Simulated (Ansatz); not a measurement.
**CH3+ (triplet): from Hartree-Fock to the top rungs at distance C1–H2 = 1.286 Å, cc-pVDZ**

How much of the correlation energy of CH3+ (triplet) does each wave-function method recover here?

Computed with Ansatz 0.2.0, Gaussian basis. Level: cc-pVDZ, core rule «outside noble gas», up to 1 orbitals frozen.

To be run: UHF; CCSD(T) on ROHF; CCSD(T) on UHF; BCCD(T) on ROHF; CISD; CCSDT(Q) on ROHF; CCSDT(Q) on UHF; CASSCF and MRCISD+Q, 4 electrons in 4 orbitals; CASSCF and NEVPT2, 4 electrons in 4 orbitals; CASSCF and MRCISD+Q, 6 electrons in 7 orbitals; CASSCF and MRCISD+Q(relaxed), 6 electrons in 7 orbitals; CASSCF and NEVPT2, 6 electrons in 7 orbitals; Full CI.

23 further runs of the same task are left out: 1 for a mislabelled method, 15 that didn't finish, 7 set aside as unsound or not needed.

**1. The system**

The geometry derives from a PBE0/def2-TZVP stationary point (not a proven minimum). One bond is set to the value named and the two fragments are kept rigid.

4 atoms, charge 1, spin multiplicity 3.

Atoms are counted from 1 here; the program's logs count them from 0.

Bond lengths: C1–H2 1.286 Å, C1–H3 1.083 Å, C1–H4 1.170 Å. Angles: H2–C1–H3 144.3°, H2–C1–H4 71.5°, H3–C1–H4 144.3°.

Geometry (Å):

```
C     0.0000   -0.0045    0.0611
H     0.0000    0.7465   -0.9829
H     0.0000   -0.0045    1.1440
H     0.0000   -0.6880   -0.8890
```

**2. UHF**

The input, in.yaml:

```yaml
crystal:
  periodic: [false, false, false]
  atoms:
    - {symbol: C, position_ang: [0.000000, -0.004528, 0.061078]}
    - {symbol: H, position_ang: [0.000000, 0.746478, -0.982850]}
    - {symbol: H, position_ang: [0.000000, -0.004528, 1.143990]}
    - {symbol: H, position_ang: [0.000000, -0.687987, -0.888957]}
basis:
  gaussian: {orbitals: cc-pVDZ}
total_charge: 1
magnetization: {spin_polarized: true, initial_magnetization: 2}
hamiltonian: {xc: hf}
output: {orbitals: {seedname: orbitals}}
```

Started as:

```
ansatz run in.yaml --threads 1 --pin off --events-out ev --progress --plain --max-ram 2393MiB
```

Further steps of the session: CCSD(T) on ROHF; CCSD(T) on UHF; BCCD(T) on ROHF; CISD; CCSDT(Q) on ROHF; CCSDT(Q) on UHF; CASSCF and MRCISD+Q, 4 electrons in 4 orbitals; CASSCF and NEVPT2, 4 electrons in 4 orbitals; CASSCF and MRCISD+Q, 6 electrons in 7 orbitals; CASSCF and MRCISD+Q(relaxed), 6 electrons in 7 orbitals; CASSCF and NEVPT2, 6 electrons in 7 orbitals; Full CI.

Before running them: what should the planned runs give, taken together? Wanted: FCI below the RHF energy; RMP2 from FCI; UMP2 from FCI; RCCSD from FCI; RCCSD(T) from FCI; UCCSD(T) from FCI; RCCSDT(Q) from FCI; UCCSDT(Q) from FCI; NEVPT2 pair from FCI.

As calculated:

```
                         quantity                                                                                                                          value
         FCI below the RHF energy                                                                                                                     -3.5531 eV
                    RMP2 from FCI                                                                                                                +15.95 kcal/mol
                    UMP2 from FCI                                                                                                                +15.89 kcal/mol
                   RCCSD from FCI                                                                                                                 +1.84 kcal/mol
                RCCSD(T) from FCI                                                                                                                 +0.38 kcal/mol
                UCCSD(T) from FCI                                                                                                                 +0.35 kcal/mol
               RCCSDT(Q) from FCI                                                                                                                  0.00 kcal/mol
               UCCSDT(Q) from FCI                                                                                                                 -0.02 kcal/mol
             NEVPT2 pair from FCI                                                                                                                +15.10 kcal/mol
           MRCISD+Q pair from FCI                                                                                                                 -0.15 kcal/mol
          NEVPT2 valence from FCI                                                                                                                 +9.94 kcal/mol
levels within 1 kcal/mol (43 meV)  RCCSD(T), UCCSD(T), BCCD(T), RCCSDT, UCCSDT, RCCSDT(Q), UCCSDT(Q), MRCISD+Q pair, MRCISD+Q valence, MRCISD+Q(relaxed) valence
                    T1 diagnostic                                                                                                                          0.020
   effectively unpaired electrons                                                                                                                           2.02
```

**Reading.** RCCSD(T) lands +0.38 kcal/mol from the yardstick (0.5 % of the correlation energy). MRCISD+Q pair, MRCISD+Q(relaxed) valence fall below full CI: the +Q correction isn't variational, and the cores differ from full CI's. One determinant dominates. Of the multireference levels listed MRCISD+Q valence comes nearest in total energy (+0.07 kcal/mol), which doesn't show that its space is the better one. These misses are within one basis, not against nature; the frozen cores of restricted and unrestricted runs differ, which can shift their rows.
